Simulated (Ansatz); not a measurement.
hcp Be, treated with LDA in Ansatz (plane waves, PAW).

Settings: plane-wave cutoff 520 eV, 30×30×16 k mesh (along the axes of the cell as run), Fermi–Dirac smearing 0.05 eV, scalar-relativistic PAW data made under PBE.

Shape and atoms are relaxed at each volume.

Pressure at four volumes; x = ln(V/7.549 Å³). One pressure is withheld.

| V (Å³/atom) | x | P (GPa) |
|---|---|---|
| 7.247 | -0.0408 | ? |
| 7.398 | -0.0202 | 2.75 |
| 7.549 | 0.0000 | 0.01 |
| 7.851 | 0.0392 | -4.82 |

Problem. Pass a parabola P(x) through the three rows shown, estimate the bulk modulus and its pressure derivative near zero pressure, and predict the withheld pressure.

Solution. Slopes between the rows: (0.01 − (2.75))/(0.0000 − (-0.0202)) = -135.64 and (-4.82 − (0.01))/(0.0392 − (0.0000)) = -123.21 GPa. Their difference over the span 0.0594 is c = 12.43/0.0594 = 209.3 GPa, so P(x) = 2.75 + (-135.64)(x − (-0.0202)) + 209.3 (x − (-0.0202))(x − (0.0000)). At the middle row B = −dP/dx = −[-135.64 + 209.3 × 0.0202] = 131.4 GPa, and B′ = dB/dP = 2c/B = 3.2. At x = -0.0408 the parabola gives 5.72 GPa; the run gives 5.74 GPa. The Birch–Murnaghan fit to the energies at all volumes has B0 = 131 GPa and B′ = 3.3.

Measured, for comparison: bulk modulus 117 GPa (room temperature, no zero-point or thermal correction, sources range from 97.2 to 117; as tabulated in arXiv:2410.04971). Computed less measured: bulk modulus +12 % (+12 % to +35 % over the range).

Ansatz is an electronic-structure program.
